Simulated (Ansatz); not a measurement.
# NOF (nitrosyl fluoride): the vertical ionisation energy from total energies

NOF has 3 atoms, charge 0, and is taken as a singlet. SMILES: `O=NF`. The shape is that of a GFN2-xTB optimisation.

| atom | x (Å) | y (Å) | z (Å) |
| --- | --- | --- | --- |
| O | 0.8812 | 0.2431 | 0.5119 |
| N | 0.1473 | -0.4816 | 0.0291 |
| F | -1.0285 | 0.2386 | -0.5410 |

Both states at this one shape; open shells run unrestricted unless said. 1 Eh = 27.2114 eV.

```tsv
level	program	singlet NOF (Eh)	doublet NOF+ (Eh)
r2SCAN0/STO-3G	Ansatz	-226.408308	-226.040900
CAM-B3LYP/STO-3G	Ansatz	-226.393256	-226.029021
```

**Question.** Work out the vertical ionisation energy at each level.

**Answer.** 
1. r2SCAN0/STO-3G: -226.040900 − (-226.408308) = 0.367408 Eh = 10.00 eV.
2. CAM-B3LYP/STO-3G: -226.029021 − (-226.393256) = 0.364235 Eh = 9.91 eV.

No measured value is set beside it here; the levels span 9.91 to 10.00 eV. Minimal sets are far from the basis-set limit.
